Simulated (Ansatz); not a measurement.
A made-up structure of C₂H₃S (charge -1), singlet:

```
6
angstrom
C -0.4353 0.1443 -1.0699
C -0.6072 -0.0100 0.4217
S 1.1650 -0.2191 1.3494
H -1.4276 0.2816 -1.7721
H 0.6311 0.1491 -1.6942
H 0.6740 -0.3459 2.7651
```

It is relaxed with PBE-D4/def2-SVPD and then PBE0-D4/def2-TZVPD (Ansatz 0.2.0). Atoms count as bonded within 1.22 times the sum of their covalent radii (H–H: 0.88 Å). The end point is not checked to be a true minimum.

Q: Does its bonding change? (Judge from chemistry; the calculation decides.)

A: By the calculation: No: no bond forms or breaks.

Where it ends: The first stage lowers the energy by 1.14 eV in 7 steps. It ends as C₂H₃S ([CH2][C][SH]), total charge -1:
| atom | x (Å) | y (Å) | z (Å) |
| --- | --- | --- | --- |
| C1 | -0.3888 | 0.1288 | -0.9552 |
| C2 | -0.5420 | -0.0089 | 0.3767 |
| S3 | 1.0407 | -0.1952 | 1.2048 |
| H4 | -1.2749 | 0.2515 | -1.5819 |
| H5 | 0.5630 | 0.1330 | -1.5129 |
| H6 | 0.6020 | -0.3091 | 2.4685 |

Labels in which every atom is bracketed show which atoms are joined, not bond orders.

For scale, one of the runs: PBE0-D4/def2-TZVPD relaxation, 147 basis functions, launched by `ansatz run in.yaml --threads 2 --pin off --events-out ev --progress --plain --max-ram 4352MiB`. The run took about 15 s on 2 CPU threads of an Arm Neoverse V2 (shared host).
